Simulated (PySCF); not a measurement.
# NaB: from the state search to spectroscopic constants

Aim: find the lowest electronic state of NaB, scan its bond at several levels of theory, and get bond length, wavenumber and dissociation energy from each curve.

The runs use PySCF 2.14.0; Na def2-SVP, B def2-SVP, no relativity.

## (1) Set-up

Settings of the job:

```json
{
 "atoms": "Na, B",
 "charge": "0",
 "basis": "Na def2-SVP, B def2-SVP",
 "Hamiltonian": "no relativity",
 "basis functions": "29",
 "electrons treated": "16",
 "masses in u": "22.9898, 11.0093",
 "levels": "PBE0, PBE, r²SCAN, BHandHLYP, B97-3, revPBE, HF, MP2, SCS-MP2, CCSD, CCSD(T)",
 "grid": "80 radial by 434 angular points",
 "occupations": "held fixed by the projection of orbital angular momentum",
 "dissociation limit": "Na + B, each in its ground configuration",
 "starting distance in angstrom": "2.390",
 "values of 2S to try": "0, 2"
}
```

Command:

```
$ OMP_NUM_THREADS=1 python dia.py task.json out
```

The runs that follow: The PBE0 curve of the state that the search chose; Other states along the same grid; PBE (GGA); r²SCAN (meta-GGA); BHandHLYP; B97-3 (global hybrid GGA); revPBE; UHF (mean field); Correlated methods on the Hartree–Fock reference.

Q: Predict the outcome of this session. Wanted: for each run, Re; ωe; De; μ.

**Answer**, as computed:

Lowest PBE0 solution found, without spin–orbit coupling: ³Π (triplet), unpaired electrons σ ↑, π ↑. State 2 has its PBE0 minimum 0.25 eV higher, as a spin-mixed determinant (⟨S²⟩ = 1.01), so this is no gap between pure states. State 3 has its PBE0 minimum 0.42 eV higher. State 4 has its PBE0 minimum 0.61 eV higher. The other levels ran on the lowest alone.

```
      level  Re (Å)  ωe (cm⁻¹)  De (eV)  μ (D)
        UHF   2.513        337    0.358  -7.44
    UHF-MP2   2.500        345     0.64    n/a
UHF-SCS-MP2   2.498        345     0.53    n/a
   UHF-CCSD   2.516        321     0.59    n/a
UHF-CCSD(T)   2.518        321     0.62    n/a
        PBE   2.506        315     1.08  -5.19
     revPBE   2.536        305     1.00  -5.30
     r²SCAN   2.505        329     1.15  -5.93
       PBE0   2.490        328     0.97  -5.98
      B97-3   2.483        332     0.92  -6.23
  BHandHLYP   2.480        330     0.73  -6.17
```

De is counted to Na + B in their ground configurations. A positive dipole means Na(−)B(+).

**Reading.** The methods spread over 0.056 Å in bond length, from BHandHLYP to revPBE. CCSD(T) can't serve as the judge here: for a weak bond in this basis it is far from its limit. Among the levels with a De in the table, it runs from 0.358 eV (UHF) to 1.15 eV (r²SCAN).

Correlated steps freeze 2 core orbitals.
